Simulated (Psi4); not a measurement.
# One shape, several levels: singlet CH5Si+

Wanted: a comparison of 3 runs (DSD-PBEP86/aug-cc-pVDZ, wB97X-V/aug-cc-pVDZ, MP3/aug-cc-pVDZ) of singlet CH5Si+. 

Program for the calculation: Psi4 1.11.

**1. Starting point**

The species is CH5Si+ (7 atoms), meant as a singlet with charge +1. SMILES of the parent species: `C[SiH2]`. Geometry: relaxed at PBE0-D4/def2-TZVP. That shape belongs to the parent species and isn't relaxed for this state.

Bond lengths: C1–Si2 1.875 Å, C1–H3 1.094 Å, C1–H4 1.092 Å, C1–H5 1.092 Å, Si2–H6 1.491 Å, Si2–H7 1.490 Å. Angles: C1–Si2–H6 111.8°, C1–Si2–H7 111.8°, Si2–C1–H3 110.5°, Si2–C1–H4 110.8°, Si2–C1–H5 110.8°, H6–Si2–H7 109.5°, H3–C1–H4 108.1°, H3–C1–H5 108.2°, H4–C1–H5 108.3°.

**2. A single-point energy at DSD-PBEP86/aug-cc-pVDZ (density fitting for correlation) (run 1)**

Input file run_ase.py:

```python
import numpy as np
from ase.calculators.psi4 import Psi4
from ase import Atoms

mol = Atoms(['C', 'Si', 'H', 'H', 'H', 'H', 'H'], positions=[
    [-0.122600, -0.803200, 0.095200],
    [0.176200, 1.034800, 0.314000],
    [-0.204800, -1.054900, -0.966600],
    [0.699200, -1.383300, 0.519500],
    [-1.047100, -1.107700, 0.589500],
    [-0.951500, 1.846400, -0.225700],
    [1.450600, 1.468000, -0.326000],
])
calc = Psi4(atoms=mol, method='dsd-pbep86', basis='aug-cc-pVDZ', memory='1600MB', num_threads=1, charge=1, multiplicity=1, label='psi4-calc')
calc.psi4.set_options({'puream': True, 'e_convergence': 1e-09, 'd_convergence': 1e-08, 'scf_type': 'pk', 'dft_radial_points': 99, 'dft_spherical_points': 590, 'num_frozen_docc': 6})
mol.calc = calc

print(f'energy: {mol.get_potential_energy():.6f} eV')
```

The run is started by

```bash
$ python run_ase.py
```

psi4-calc.dat:

```text
[...]
  Running in c1 symmetry.
[...]
  Nuclear repulsion =   55.683077117445883
[...]
  Multiplicity = 1
[...]
  Nalpha       = 12
  Nbeta        = 12
[...]
    Number of basis functions: 95
[...]
   @RKS iter   1:  -329.61532821577913   -2.04575e-01   4.72250e-03 DIIS/ADIIS
[...]
   @RKS iter  11:  -329.73616778408058   -1.02318e-12   2.46650e-09 DIIS
[...]
    Orbital Energies [Eh]
    ---------------------
    Doubly Occupied:
       1A    -68.174514     2A    -11.080069     3A     -6.153735
       4A     -4.346175     5A     -4.340446     6A     -4.340104
       7A     -1.095312     8A     -0.874510     9A     -0.737588
      10A     -0.728255    11A     -0.672124    12A     -0.656123
[...]
  @RKS Final Energy:  -329.73616778408058
   => Energetics <=
    Nuclear Repulsion Energy =             55.6830771174458832
    One-Electron Energy =                -558.8066287386947124
    Two-Electron Energy =                 181.3077917182003205
    DFT Exchange-Correlation Energy =      -7.9204078810320668
    Empirical Dispersion Energy =           0.0000000000000000
    VV10 Nonlocal Energy =                  0.0000000000000000
    Total Energy =                       -329.7361677840805783
[...]
 Multipole Moments:
 ------------------------------------------------------------------------------------
     Multipole            Electronic (a.u.)      Nuclear  (a.u.)        Total (a.u.)
 ------------------------------------------------------------------------------------
 L = 1.  Multiply by 2.5417464519 to convert [e a0] to [Debye]
 Dipole X            :          0.4935127           -0.4025339            0.0909788
 Dipole Y            :          2.6583153           -2.1903070            0.4680082
 Dipole Z            :          1.7818286           -1.3721925            0.4096360
 Magnitude           :                                                    0.6285782
[...]
```

Standard output:

```text
energy: -8976.104551 eV
```

Run time: 20 s. Hardware: 1 thread of Intel Xeon 6975P-C (Granite Rapids), shared host; peak memory 0.89 GiB.

**3. The energy at wB97X-V/aug-cc-pVDZ (run 2)**

Input file input.json:

```json
{
  "schema_name": "qcschema_input",
  "schema_version": 1,
  "molecule": {
    "schema_name": "qcschema_molecule",
    "schema_version": 2,
    "symbols": ["C", "Si", "H", "H", "H", "H", "H"],
    "geometry": [-0.23168042, -1.51782802, 0.17990193, 0.33296974, 1.95548859, 0.593374, -0.38701591, -1.99347209, -1.82660927, 1.32129651, -2.61405815, 0.98171272, -1.97873223, -2.09324963, 1.11399355, -1.79807441, 3.48919032, -0.42651119, 2.74123672, 2.77411795, -0.61605072],
    "molecular_charge": 1,
    "molecular_multiplicity": 1,
    "fix_symmetry": "c1",
    "fix_com": true,
    "fix_orientation": true
  },
  "driver": "energy",
  "model": {
    "method": "wb97x-v",
    "basis": "aug-cc-pVDZ"
  },
  "keywords": {
    "puream": true,
    "e_convergence": 1e-09,
    "d_convergence": 1e-08,
    "scf_type": "pk",
    "dft_radial_points": 99,
    "dft_spherical_points": 590
  }
}
```

The run is started by

```bash
$ psi4 --qcschema input.json -n 1 --memory 1600MB
```

stdout:

```text
[...]
  Running in c1 symmetry.
[...]
  Nuclear repulsion =   55.683077169544077
[...]
  Multiplicity = 1
[...]
  Nalpha       = 12
  Nbeta        = 12
[...]
    Number of basis functions: 95
[...]
   @RKS iter   1:  -330.05127372915751   -1.91640e-01   5.18944e-03 DIIS/ADIIS
[...]
   @RKS iter  11:  -330.19229344221645   -2.56364e-11   7.71692e-09 DIIS
[...]
    Orbital Energies [Eh]
    ---------------------
    Doubly Occupied:
       1A    -66.477507     2A    -10.501627     3A     -5.709161
       4A     -4.066733     5A     -4.055231     6A     -4.054702
       7A     -1.061889     8A     -0.877637     9A     -0.744315
      10A     -0.735073    11A     -0.683064    12A     -0.671535
[...]
  @RKS Final Energy:  -330.19229344221645
   => Energetics <=
    Nuclear Repulsion Energy =             55.6830771695440774
    One-Electron Energy =                -558.8271450508360658
    Two-Electron Energy =                 193.1064653028995224
    DFT Exchange-Correlation Energy =     -20.2545952610621747
    Empirical Dispersion Energy =           0.0000000000000000
    VV10 Nonlocal Energy =                  0.0999043972381822
    Total Energy =                       -330.1922934422164531
[...]
 Multipole Moments:
 ------------------------------------------------------------------------------------
     Multipole            Electronic (a.u.)      Nuclear  (a.u.)        Total (a.u.)
 ------------------------------------------------------------------------------------
 L = 1.  Multiply by 2.5417464519 to convert [e a0] to [Debye]
 Dipole X            :         -2.9433875            3.1702045            0.2268171
 Dipole Y            :        -16.5958471           17.8324005            1.2365534
 Dipole Z            :         -7.8515331            8.6131827            0.7616496
 Magnitude           :                                                    1.4699049
[...]
```

The result, in JSON:

```text
{
 "driver": "energy",
 "model": {
  "method": "wb97x-v",
  "basis": "aug-cc-pVDZ"
 },
 "success": true,
 "return_result": -330.19229344221645,
 "properties": {
  "calcinfo_nbasis": 95,
  "calcinfo_nmo": 95,
  "calcinfo_nalpha": 12,
  "calcinfo_nbeta": 12,
  "calcinfo_natom": 7,
  "nuclear_repulsion_energy": 55.68307716954408,
  "return_energy": -330.19229344221645,
  "scf_one_electron_energy": -558.8271450508361,
  "scf_two_electron_energy": 193.10646530289952,
  "scf_vv10_energy": 0.09990439723818223,
  "scf_xc_energy": -20.254595261062175,
  "scf_dipole_moment": [0.22681706860079176, 1.2365534068291701, 0.7616495881254703],
  "scf_total_energy": -330.19229344221645,
  "scf_iterations": 11
 }
}
```

Wall time 99 s (1 thread of Intel Xeon 6975P-C (Granite Rapids), shared host); peak memory 0.92 GiB.

**4. The energy at MP3/aug-cc-pVDZ (run 3)**

Input file ch5si.json:

```json
{
  "schema_name": "qcschema_input",
  "schema_version": 1,
  "molecule": {
    "schema_name": "qcschema_molecule",
    "schema_version": 2,
    "symbols": ["C", "Si", "H", "H", "H", "H", "H"],
    "geometry": [-0.23168042, -1.51782802, 0.17990193, 0.33296974, 1.95548859, 0.593374, -0.38701591, -1.99347209, -1.82660927, 1.32129651, -2.61405815, 0.98171272, -1.97873223, -2.09324963, 1.11399355, -1.79807441, 3.48919032, -0.42651119, 2.74123672, 2.77411795, -0.61605072],
    "molecular_charge": 1,
    "molecular_multiplicity": 1,
    "fix_symmetry": "c1",
    "fix_com": true,
    "fix_orientation": true
  },
  "driver": "energy",
  "model": {
    "method": "mp3",
    "basis": "aug-cc-pVDZ"
  },
  "keywords": {
    "reference": "rhf",
    "puream": true,
    "e_convergence": 1e-09,
    "d_convergence": 1e-08,
    "scf_type": "pk",
    "num_frozen_docc": 6,
    "mp_type": "conv"
  }
}
```

The run is started by

```bash
$ psi4 --qcschema ch5si.json -n 1 --memory 1600MB
```

stdout:

```text
[...]
  Running in c1 symmetry.
[...]
  Nuclear repulsion =   55.683077169544077
[...]
  Multiplicity = 1
[...]
  Nalpha       = 12
  Nbeta        = 12
[...]
    Number of basis functions: 95
[...]
   @RHF iter   1:  -329.28638247602066   -2.84842e-01   3.90439e-03 DIIS/ADIIS
[...]
   @RHF iter  11:  -329.38692696176849   -5.51381e-12   3.35877e-09 DIIS
[...]
    Orbital Energies [Eh]
    ---------------------
    Doubly Occupied:
       1A    -69.103428     2A    -11.446897     3A     -6.445262
       4A     -4.551433     5A     -4.548422     6A     -4.548262
       7A     -1.173728     8A     -0.926987     9A     -0.785119
      10A     -0.774607    11A     -0.715034    12A     -0.694459
[...]
  @RHF Final Energy:  -329.38692696176849
   => Energetics <=
    Nuclear Repulsion Energy =             55.6830771695440774
    One-Electron Energy =                -558.7127327718783363
    Two-Electron Energy =                 173.6427286405657924
    Total Energy =                       -329.3869269617684949
[...]
 Multipole Moments:
 ------------------------------------------------------------------------------------
     Multipole            Electronic (a.u.)      Nuclear  (a.u.)        Total (a.u.)
 ------------------------------------------------------------------------------------
 L = 1.  Multiply by 2.5417464519 to convert [e a0] to [Debye]
 Dipole X            :         -2.9291833            3.1702045            0.2410212
 Dipole Y            :        -16.5298825           17.8324005            1.3025180
 Dipole Z            :         -7.7600238            8.6131827            0.8531588
 Magnitude           :                                                    1.5756029
[...]
	SCS-MP2 Total Energy (a.u.)        :  -329.63521562650055
	SOS-MP2 Total Energy (a.u.)        :  -329.64028722306369
[...]
	SOS-PI-MP2 Total Energy (a.u.)     :  -329.65977647393260
[...]
	MP2 Total Energy (a.u.)            :  -329.62507243337410
[...]
	SCS-MP3 Total Energy (a.u.)        :  -329.64317884152263
[...]
	MP3 Total Energy (a.u.)            :  -329.65692529346234
[...]
```

The result, in JSON:

```text
{
 "driver": "energy",
 "model": {
  "method": "mp3",
  "basis": "aug-cc-pVDZ"
 },
 "success": true,
 "return_result": -329.65692529346234,
 "properties": {
  "calcinfo_nbasis": 95,
  "calcinfo_nmo": 95,
  "calcinfo_nalpha": 12,
  "calcinfo_nbeta": 12,
  "calcinfo_natom": 7,
  "nuclear_repulsion_energy": 55.68307716954408,
  "return_energy": -329.65692529346234,
  "scf_one_electron_energy": -558.7127327718783,
  "scf_two_electron_energy": 173.6427286405658,
  "scf_dipole_moment": [0.24102117735805528, 1.3025180180260705, 0.8531588335673899],
  "scf_total_energy": -329.3869269617685,
  "scf_iterations": 11,
  "mp2_same_spin_correlation_energy": -0.04325296291699764,
  "mp2_opposite_spin_correlation_energy": -0.19489250868863095,
  "mp2_singles_energy": 0.0,
  "mp2_doubles_energy": -0.2381454716056286,
  "mp2_correlation_energy": -0.2381454716056055,
  "mp2_total_energy": -329.6250724333741
 }
}
```

Run time: 11 s. Hardware: 1 thread of Intel Xeon 6975P-C (Granite Rapids), shared host; peak memory 0.95 GiB.

**5. Overview of the runs**

```
run                                                     level  fitting correlation  frozen core orbitals  energy (Eh)  HOMO energy (eV)  LUMO energy (eV)  HOMO–LUMO gap (eV)  wall time
  1  DSD-PBEP86/aug-cc-pVDZ (density fitting for correlation)      density fitting                     6  -329.865761            -17.85             -8.31                9.54       20 s
  2                                       wB97X-V/aug-cc-pVDZ                    –                     0  -330.192293            -18.27             -8.15               10.13       99 s
  3                                           MP3/aug-cc-pVDZ                 none                     6  -329.656925            -18.90             -6.95               11.94       11 s
```

**6. Results**

```
                                          quantity          value
                               run 3: total energy  -329.65693 Eh
        run 3: HOMO energy (Hartree–Fock orbitals)      -18.90 eV
        run 3: LUMO energy (Hartree–Fock orbitals)       -6.95 eV
      run 3: HOMO–LUMO gap (Hartree–Fock orbitals)       11.94 eV
run 3: correlation energy (6 core orbitals frozen)     -270.0 mEh
```

What this shows: Totals of different functionals can't be ranked against each other. All runs together took 2.2 min, the longest 99 s.
